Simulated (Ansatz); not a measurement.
Z-matrix (Å, degrees):
```
O
H 1 0.9749
```
Charge 0, spin multiplicity 2.

The numbers are results of frozen-core CCSD(T)/def2-TZVPP // CAM-B3LYP-D3(BJ)/def2-TZVP run with Ansatz (a program for electronic structure), not measurements.

| Item | Value |
|---|---|
| HF energy | -75.42362 Ha |
| MP2 correlation energy | -0.19876 Ha |

Problem. Estimate the CCSD correlation energy, the (T) correction, the total energy and the T1 diagnostic.

Solution. 
CCSD correlation energy: -0.21282 Ha
(T) correction: -0.00506 Ha
CCSD(T) total energy: -75.64149 Ha
T1 diagnostic: 0.008
